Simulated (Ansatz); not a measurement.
**B₂SiH (sextet): wave-function methods side by side, cc-pVTZ**

The task here is to estimate one member of a computed series from the others.

Computed with Ansatz 0.2.0, Gaussian basis. Level: cc-pVTZ, core rule «outside noble gas», up to 7 orbitals frozen.

To be run: UHF; CCSD(T) on ROHF; CCSD(T) on UHF; BCCD(T) on ROHF; CCSDT(Q) on ROHF; CCSDT(Q) on UHF; CASSCF and NEVPT2, 11 electrons in 13 orbitals.

5 further runs of the same task are left out: 5 set aside as unsound or not needed.

## What is computed

The geometry is a PBE0/def2-TZVP stationary point (not a proven minimum) of the parent state, kept for this charge and spin.

4 atoms, charge 0, spin multiplicity 6.

Atoms are counted from 1 here; the program's logs count them from 0.

Bond lengths: B1–B2 1.555 Å, B1–H4 1.178 Å, B2–Si3 1.975 Å. Angles: B2–B1–H4 180.0°, B1–B2–Si3 180.0°.

Coordinates:

```xyz
4
B2HSi
B     0.0000    0.0000   -0.9770
B     0.0000    0.0000    0.5785
Si    0.0000    0.0000    2.5539
H     0.0000    0.0000   -2.1554
```

Set-up of the first run:

File in.yaml:

```yaml
crystal:
  periodic: [false, false, false]
  atoms:
    - {symbol: B, position_ang: [0.000000, 0.000000, -0.976964]}
    - {symbol: B, position_ang: [0.000000, 0.000000, 0.578505]}
    - {symbol: Si, position_ang: [0.000000, 0.000000, 2.553858]}
    - {symbol: H, position_ang: [0.000000, 0.000000, -2.155400]}
basis:
  gaussian: {orbitals: cc-pVTZ}
magnetization: {spin_polarized: true, initial_magnetization: 5}
hamiltonian: {xc: hf}
output: {orbitals: {seedname: orbitals}}
```

Started as:

```
> ansatz run in.yaml --threads 1 --pin off --events-out ev --progress --plain --max-ram 4096MiB --backend cpu
```

Steps of the session up to this table: UHF; CCSD(T) on ROHF; CCSD(T) on UHF; BCCD(T) on ROHF; CCSDT(Q) on ROHF; CCSDT(Q) on UHF; CASSCF and NEVPT2, 11 electrons in 13 orbitals.

One table of the session follows, with a row left open; its other results are not shown here.

| method | from UCCSDT(Q) (kJ/mol) |
| --- | --- |
| ROHF | ? |
| UHF | +656.5 |
| RMP2 | +132.7 |
| UMP2 | +134.7 |
| RCCSD | +39.2 |
| UCCSD | +38.7 |
| RCCSD(T) | +7.6 |
| UCCSD(T) | +7.5 |
| BCCD(T) | +7.3 |
| RCCSDT | +2.3 |
| UCCSDT | +2.0 |
| RCCSDT(Q) | +0.3 |
| UCCSDT(Q) | 0 |
| CASSCF valence | +451.2 |
| NEVPT2 valence | +108.0 |

Q: Estimate the row for ROHF from the others.

The run gave: from UCCSDT(Q) (kJ/mol): +668.0. In the column «from UCCSDT(Q) (kJ/mol)» it is the highest.

Among the levels timed on like hardware and quicker than the yardstick, those that no quicker one beats, quickest first: RCCSD(T) (3.6 s, +7.6 kJ/mol); BCCD(T) (3.7 s, +7.3 kJ/mol).

To keep in mind: Restricted and unrestricted rows rest on different reference determinants; where their highest levels disagree by more than a few hundredths of an eV, they describe different states and don't form one ladder.
